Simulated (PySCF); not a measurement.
Compound: C4H7 (doublet state).
Numbering: `[CH2:1]=[C:2][CH2:3][CH3:4]` (hydrogens: H5, H6 on C1; H7, H8 on C3; H9, H10, H11 on C4)

Cartesian coordinates in Å at the GFN2-xTB level; atoms count from 1:
```xyz
11
C4H7 angstrom
C      1.106    1.451   -0.598
C      1.135    0.207   -0.249
C      0.304   -0.899    0.204
C     -1.183   -0.524    0.341
H      0.198    2.060   -0.624
H      1.997    1.985   -0.895
H      0.676   -1.248    1.173
H      0.401   -1.729   -0.503
H     -1.300    0.284    1.058
H     -1.753   -1.385    0.683
H     -1.577   -0.199   -0.618
```

The hyperfine couplings belong to this conformer and change with its torsions.

Level of theory: PySCF, UKS B3LYP, pcH-1 on C H, non-relativistic, mean-field spin-orbit, GIAO. The structure is a single GFN2-xTB conformer in the gas phase; no vibrational or solvent corrections. The geometry wasn't refined by DFT: couplings that depend on bond lengths, twists or pyramidal angles can differ widely from those at the functional's own minimum. No stability test was run, so a lower SCF solution isn't excluded.

Question: Match the computed a_iso(13C) values +264.4, +61.3, +13.4, -6.5 MHz with the sites C1; C2; C3; C4.

Answer: 
```csv
site,a_iso (MHz),ρ(0) (bohr⁻³),position,distance from C2 (Å),spin population,largest |T| (MHz)
C1,-6.5,-0.0058,1 bond from C2,1.29,-0.17,17.2
C2,+264.4,+0.2352,largest spin population,0.00,+0.99,144.3
C3,+13.4,+0.0119,1 bond from C2,1.46,-0.05,9.0
C4,+61.3,+0.0545,2 bonds from C2,2.50,+0.06,13.0
```

Question: The isotropic 1H couplings, averaged over equivalent nuclei, are +181.1, +119.2, +24.7, +1.7 MHz. Assign them to H5; H6; H7/H8; H9/H10/H11.

Answer: 
```json
{"site": "H5", "a_iso (MHz)": "+181.1", "ρ(0) (bohr⁻³)": "+0.0405", "position": "2 bonds from C2, on C1 of spin population -0.17", "distance from C2 (Å)": "2.11", "bound to": "C1", "spin population there": "-0.17", "largest |T| (MHz)": "6.5"}
{"site": "H6", "a_iso (MHz)": "+119.2", "ρ(0) (bohr⁻³)": "+0.0267", "position": "2 bonds from C2, on C1 of spin population -0.17", "distance from C2 (Å)": "2.08", "bound to": "C1", "spin population there": "-0.17", "largest |T| (MHz)": "11.6"}
{"site": "H7/H8", "a_iso (MHz)": "+24.7", "ρ(0) (bohr⁻³)": "+0.0055", "position": "2 bonds from C2", "distance from C2 (Å)": "2.09", "bound to": "C3", "spin population there": "-0.05", "largest |T| (MHz)": "12.1"}
{"site": "H9/H10/H11", "a_iso (MHz)": "+1.7", "ρ(0) (bohr⁻³)": "+0.0004", "position": "3 bonds from C2", "distance from C2 (Å)": "2.99", "bound to": "C4", "spin population there": "+0.06", "largest |T| (MHz)": "6.0"}
```

ρ(0) is the spin density at the nucleus and T the dipolar tensor; entries for several nuclei are means. Largest spin populations (Mulliken): C2 (+0.99), C1 (-0.17) and H5 (+0.09). C2 is the only atom above +0.15. The positive populations add up to 1.22 and the negative ones to -0.22, together 2S = 1.

Class means assume fast exchange of nuclei equivalent by connectivity; if that motion is slow, each nucleus keeps its own coupling. The three 1H nuclei of mean +1.7 MHz run from -4.5 to 14.2 MHz in the frozen geometry.
